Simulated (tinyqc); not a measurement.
Worked calculation: Hueckel theory of the pi electrons, for the molecule [CH2]C([CH2])=C (SMILES; centres numbered as the heavy atoms are written). Computed by tinyqc, a small Python program that keeps every step. Settings: charge = 0. Command: `OMP_NUM_THREADS=1 python tinyqc.py 30539 30540 out.jsonl` (the two numbers bound the seeds that draw the settings). One thread of a shared host (Intel(R) Xeon(R) Processor @ 2.60GHz), about 0.01 s of CPU time with the checks.

## The Hueckel matrix

Centres:
```
centre,"z_r, pi electrons of the neutral centre",h
1C,1,0.00000
2C,1,0.00000
3C,1,0.00000
4C,1,0.00000
```

Bonds:
```
i,j,k
1,2,1
2,3,1
2,4,1
```

H_rr = alpha + h_r beta, H_rs = k_rs beta for bonded centres.

Hueckel matrix in units of beta (H = alpha + beta A):
```
,1C,2C,3C,4C
1C,0.00000,1.00000,0.00000,0.00000
2C,1.00000,0.00000,1.00000,1.00000
3C,0.00000,1.00000,0.00000,0.00000
4C,0.00000,1.00000,0.00000,0.00000
```

## Orbitals

pi electrons, sum of z_r less the charge = 4

Diagonalise; E = alpha + x beta with beta < 0, so the largest x are filled first; degenerate levels share their electrons. P = sum n_i c_ri c_si; each orbital has its largest coefficient positive (the first on a tie).

x values: 1.73205  0.00000  0.00000  -1.73205

occupations: 2.00000  1.00000  1.00000  0.00000

coefficients:
```
,MO1,MO2,MO3,MO4
1C,0.40825,0.00000,0.81650,-0.40825
2C,0.70711,0.00000,0.00000,0.70711
3C,0.40825,0.70711,-0.40825,-0.40825
4C,0.40825,-0.70711,-0.40825,-0.40825
```

charge and bond-order matrix P:
```
,1C,2C,3C,4C
1C,1.00000,0.57735,0.00000,0.00000
2C,0.57735,1.00000,0.57735,0.57735
3C,0.00000,0.57735,1.00000,0.00000
4C,0.00000,0.57735,0.00000,1.00000
```

Within a degenerate level the vectors are fixed only up to a rotation; this is one choice.

## Energy, charges, bond orders

E = sum n x; q_r = z_r - P_rr; bond order p = P_rs; free valence = sqrt(3) - sum of p over the bonds of the atom.

pi energy = 4 alpha + this times beta = 3.46410

pi charges: 1C 0.00000, 2C 0.00000, 3C 0.00000, 4C 0.00000

Bond orders and lengths from R = 1.517 - 0.180 p (angstrom, C-C alone):
```
bond,p,R
1-2,0.57735,1.41308
2-3,0.57735,1.41308
2-4,0.57735,1.41308
```

free valence of the carbons: 1C 1.15470, 2C 0.00000, 3C 1.15470, 4C 1.15470

gap between the highest filled and the next level = 1.73205 |beta|
